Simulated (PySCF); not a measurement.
The group X on NC-X is varied. Gas-phase values, no solvent. Strings in code marks are SMILES.

The S1 excitation (TDA) from two functionals at the same geometries (B3LYP-D3(BJ)/def2-TZVP), both in PySCF: PBE-D3(BJ)/def2-TZVP and B3LYP-D3(BJ)/def2-TZVP. B3LYP has the VWN-RPA correlation part, as in Gaussian. Excitations are Tamm–Dancoff values on a coarser integration grid. The basis has no diffuse functions, so Rydberg states are missing or too high.

| species | PBE-D3(BJ)/def2-TZVP (eV) | B3LYP-D3(BJ)/def2-TZVP (eV) |
|---|---|---|
| X = H (`C#N`) | 8.18 | 7.93 |
| X = ethyl (`CCC#N`) | 7.61 | 7.73 |
| X = hydroxy | 6.34 | 6.73 |
| X = methoxy (`COC#N`) | 6.68 | 7.12 |
| X = amino (`C(N)#N`) | 6.08 | 6.41 |
| X = formyl | 3.54 | 3.79 |
| X = ethynyl (`C#CC#N`) | 5.25 | 5.25 |
| X = isocyano (`[C-]#[N+]C#N`) | 5.84 | 5.95 |
| X = methylamino (`N#CNC`) | 5.66 | 5.97 |
| X = thioformyl | 1.86 | 1.95 |

Over these rows, drawn at random from the members with no instability flagged (it was tested for open shells, ions and some series alone), PBE minus B3LYP-D3(BJ): mean -0.18 eV, from -0.44 eV to +0.24 eV.
